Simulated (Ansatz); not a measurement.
Cost against result

Saddle point of CH8SSi, singlet (CH₆SSi ([CH3][SiH2][SH]) + H₂ → CH₆Si ([CH3][SiH3]) + H₂S; bonds formed: Si1–H7, S2–H6; bonds broken: Si1–S2, H6–H7), PBE0-D4/def2-TZVP structure:

```
atom    x (Å)    y (Å)    z (Å)
 Si1  -0.4214  -0.3054   0.1705
  S2   1.1242  -2.0255   1.2200
  H3  -0.7402  -1.3770  -0.8171
  H4  -1.3208  -0.3312   1.3439
  C5  -0.6154   1.2407  -0.8803
  H6   1.1516  -0.3593   1.1987
  H7   0.8490   0.5514   0.9441
  H8   1.9494  -2.0293   0.1597
  H9  -1.5574   1.1725  -1.4357
 H10  -0.6100   2.1570  -0.2870
 H11   0.1909   1.3061  -1.6167
```

Barriers are electronic and count from the start structure reached by relaxing down the imaginary mode.

Program: Ansatz 0.2.0. Basis: as named in each row. Cores are frozen in the correlated methods. B3LYP uses VWN-RPA correlation. Extrapolation: Hartree–Fock as exp(−7.88 √X), correlation as X^−2.97.

Times are rough, for one single point on 4 threads of a shared host (Arm Neoverse V2).

The estimate by CCSD(T) at an estimated basis limit (MP2 extrapolated from triple and quadruple zeta, plus CCSD(T) − MP2 in triple zeta) is 251.0 kJ/mol.

| method | basis | time (s) | barrier (kJ/mol) | method less estimate |
| --- | --- | --- | --- | --- |
| HF | STO-3G | under 1 | 515.6 | 264.6 |
| PBE-D4 | STO-3G | under 1 | 326.7 | 75.7 |
| SPW92 | def2-SVP | under 1 | 171.9 | -79.1 |
| B3LYP-D4 | 6-31G | under 1 | 275.5 | 24.5 |
| PBE-D4 | def2-SVP | under 1 | 202.6 | -48.4 |
| PBE0-D4 | def2-SVP | under 1 | 223.2 | -27.9 |
| SPW92 | def2-TZVPP | under 1 | 174.5 | -76.6 |
| CCSD(T) | def2-SVP | 1 | 262.3 | 11.3 |
| PBE-D4 | def2-TZVPP | 1 | 206.7 | -44.4 |
| BLYP-D4 | def2-TZVPP | 1 | 226.5 | -24.5 |
| B3LYP-D4 | def2-TZVPP | 2 | 239.9 | -11.1 |
| BHLYP-D4 | def2-TZVPP | 2 | 262.4 | 11.4 |
| PBE0-D4 | def2-TZVPP | 2 | 225.6 | -25.4 |
| CAM-B3LYP-D4 | def2-TZVPP | 2 | 249.0 | -2.0 |
| wB97M-V | def2-SVP | 2 | 239.4 | -11.6 |
| r2SCAN-D4 | def2-TZVPP | 2 | 223.0 | -28.0 |
| RPA on PBE | def2-TZVPP | 3 | 250.2 | -0.9 |
| r2SCAN0-D4 | def2-TZVPP | 3 | 235.5 | -15.5 |
| B2PLYP | def2-TZVPP | 3 | 248.6 | -2.4 |
| PBE-QIDH | def2-TZVPP | 3 | 244.0 | -7.0 |
| wB97X-V | def2-TZVPP | 5 | 252.5 | 1.5 |
| wB97M-V | def2-TZVPP | 6 | 246.5 | -4.6 |
| B97M-V | def2-TZVPP | 6 | 232.5 | -18.5 |
| MP2 | def2-QZVPP | 12 | 251.8 | 0.8 |
| CCSD(T) | def2-TZVPP | 40 | 253.1 | 2.1 |

All methods are single points on the PBE0-D4 structures.

No T1 diagnostic of these runs exceeds 0.013.

Labels in which every atom is bracketed show which atoms are joined, not bond orders.
